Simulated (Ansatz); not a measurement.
hcp Ti, treated with PBE-D3(BJ) in Ansatz (plane waves, PAW).

Run with plane-wave cutoff 520 eV, 24×24×12 k mesh (along the axes of the cell as run), Fermi–Dirac smearing 0.05 eV, no spin polarisation, scalar-relativistic PAW data made under PBE.

Properties against volume:

Shape and atoms are relaxed at each volume.

| V (Å³/atom) | P (GPa) | c (Å) | a (Å) |
|---|---|---|---|
| 15.846 | 5.30 | 4.514 | 2.847 |
| 16.176 | 2.53 | 4.544 | 2.867 |
| 16.506 | 0.00 | 4.573 | 2.887 |
| 16.836 | -2.32 | 4.602 | 2.907 |
| 17.166 | -4.43 | 4.630 | 2.926 |

Note: the bulk modulus comes from volumes at which shape and atoms were relaxed.

Ansatz is a first-principles code.
